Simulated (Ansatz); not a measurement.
C3H7NO, SMILES `CCNC=O`. Total charge 0; spin multiplicity 1. The geometry is a stationary point of PBE0-D4/def2-TZVP. It is one conformer, not always the lowest.

```xyz
12

C    -0.356   -0.861   -1.215
C     0.179   -0.758    0.202
N     0.669    0.563    0.530
C    -0.120    1.516    1.071
O    -1.279    1.364    1.383
H    -0.715   -1.873   -1.415
H    -1.186   -0.168   -1.358
H     0.419   -0.626   -1.949
H     0.989   -1.473    0.365
H    -0.613   -0.986    0.918
H     1.598    0.827    0.252
H     0.416    2.473    1.216
```

(1) What is the dipole moment at ωB97M-V/def2-TZVPP? (Estimate.)

(2) And with PBE, r2SCAN, B3LYP? (Best estimate.)

(3) Give the Mulliken charges with ωB97M-V, B3LYP, r2SCAN in def2-TZVPP. (An estimate is asked.)

## Answers

(1) Ansatz gave: 3.87 D, with components (3.41, -0.91, -1.58) D in this frame, pointing from negative to positive charge.

(2) The calculation gave: PBE 3.76 D, r2SCAN 3.86 D, B3LYP 3.88 D.

(3) Ansatz gave: 
| atom | ωB97M-V | B3LYP | r2SCAN |
| --- | --- | --- | --- |
| C1 | -0.29 | -0.24 | -0.13 |
| C2 | -0.07 | 0.00 | 0.08 |
| N3 | -0.17 | -0.19 | -0.22 |
| C4 | 0.19 | 0.17 | 0.25 |
| O5 | -0.37 | -0.36 | -0.39 |
| H6 | 0.10 | 0.08 | 0.04 |
| H7 | 0.12 | 0.10 | 0.06 |
| H8 | 0.09 | 0.06 | 0.03 |
| H9 | 0.11 | 0.08 | 0.04 |
| H10 | 0.12 | 0.09 | 0.06 |
| H11 | 0.12 | 0.14 | 0.15 |
| H12 | 0.07 | 0.05 | 0.02 |

B3LYP here is the variant with VWN-RPA as its local correlation; programs differ in this.
